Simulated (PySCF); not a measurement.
Gas-phase reaction: 2 AlHCl2 + N ⇌ AlCl2NH2 + AlCl2

Computed with PySCF (xtb for GFN2) and rigid-rotor harmonic-oscillator thermochemistry at 1 bar. † marks an energy on the PBE0/def2-TZVP geometry and frequencies; other levels use their own. MP2 freezes the core. 6-31G* has spherical d functions here. Open shells (unrestricted): N (multiplicity 4), AlCl2 (multiplicity 2); the rest are closed-shell singlets. GFN2 has no spin-polarisation term. B3LYP is the form with VWN-RPA correlation. AlHCl2, AlCl2NH2: computed as isolated molecules; such fragments, hydroxides, amides, oligomers or adducts are transient or little studied in the gas. MP2 isn't extrapolated to the basis-set limit; its ΔH°(298 K) is -421.3 kJ in def2-SVP and -473.8 kJ in def2-TZVPP. The harmonic model lacks anharmonicity and excited electronic states, which grow with temperature; levels with a mode under 35 cm⁻¹ are left out.

```tsv
level	ΔE electronic, kJ	ΔH°(298 K), kJ	ΔS°(298 K), J/K	ΔG°(2000 K), kJ
B3LYP/6-31G*	-473	-444	-117	-200
B3LYP/def2-TZVP†	-499	-470	-118	-224
BLYP/def2-TZVP†	-513	-485	-118	-238
GFN2-xTB	-711	-685	-113	-452
M06-2X/def2-TZVP†	-519	-490	-118	-244
MP2/def2-SVP†	-450	-421	-118	-175
MP2/def2-TZVPP†	-502	-474	-118	-228
PBE0/def2-QZVP†	-518	-489	-118	-243
PBE0/def2-SVP†	-500	-471	-118	-225
PBE0/def2-TZVP	-511	-483	-118	-237
ωB97X-V/def2-TZVP†	-493	-464	-118	-218
```
ΔH° is lowest at GFN2-xTB and highest at MP2/def2-SVP†. No reference value is set beside these.
